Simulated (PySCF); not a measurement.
**Deuteron quadrupole couplings in `C#CCO`**

Species: C3H4O.
Cartesian coordinates in Å at the PBE0-D3(BJ)/def2-SVP level; atoms count from 1:
```
atom  x, y, z in Å
C1     1.7647   -0.5006    0.8700
C2     0.7327   -0.2544    0.2888
C3    -0.5041    0.0247   -0.4344
O4    -1.3291    0.8740    0.3158
H5     2.6815   -0.7094    1.3895
H6    -0.2307    0.4665   -1.4146
H7    -0.9949   -0.9457   -0.6547
H8    -2.1201    1.0450   -0.2049
```

Level: B3LYP/pcJ-1 (PySCF, non-relativistic); Q(2H) = 0.00286 b; rigid geometry, the same for H and D, with no vibrational averaging.

Question: Rank these positions by the coupling χzz of a deuteron there, largest first.
A. H8 (hydroxyl hydrogen)
B. H5 (alkyne hydrogen)
C. H7 (methylene hydrogen)

Answer: A (307 kHz), B (223 kHz), C (173 kHz).

Question: What are Vzz, η and χzz (234.96 MHz × Q × Vzz) at all hydrogens?

Answer: 
```
atom  bonded to  bond length (Å)  Vzz (au)     η  χzz (kHz)
  H5         C1            1.074    0.3321  0.01        223
  H6         C3            1.109    0.2574  0.08        173
  H7         C3            1.110    0.2572  0.07        173
  H8         O4            0.962    0.4571  0.15        307
```

Question: Average by the element that carries the hydrogen.

Answer: on C: 190 kHz over 3 positions, mean bond length 1.098 Å; on O: 307 kHz over 1 position, mean bond length 0.962 Å.

The structure is a single PBE0-D3(BJ)/def2-SVP conformer in the gas phase; no vibrational or solvent corrections. With a basis this small, the couplings can be 20 % off.
